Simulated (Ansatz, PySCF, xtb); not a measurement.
Ligands exchanged one at a time, Si OH-H. Gas-phase values, no solvent. One relaxed conformer stands for each flexible species; it need not be the lowest. Strings in code marks are SMILES.

Quantity: redistribution energy (mixed species minus the weighted end members), in eV.

Level 1: frozen-core MP2/cc-pVTZ // PBE0-D3(BJ)/def2-TZVP (Ansatz, a quantum-chemistry and plane-wave program)
Level 2: PBE/6-31G* // PBE0-D3(BJ)/def2-TZVP (PySCF)
Level 3: HF/STO-3G // PBE0-D3(BJ)/def2-TZVP (PySCF)
Level 4: GFN2-xTB (xtb)

```csv
species,level 1,level 2,level 3,level 4
"2 of 4 OH replaced by H: `[SiH2](O)O` (H–O–Si–O torsion 66°, O–Si–O–H torsion 66°)",0.219,0.254,0.344,-0.165
3 of 4 OH replaced by H: `O[SiH3]`,0.274,0.334,0.318,-0.113
1 of 4 OH replaced by H: `O[SiH](O)O`,0.167,0.248,0.392,-0.214
```
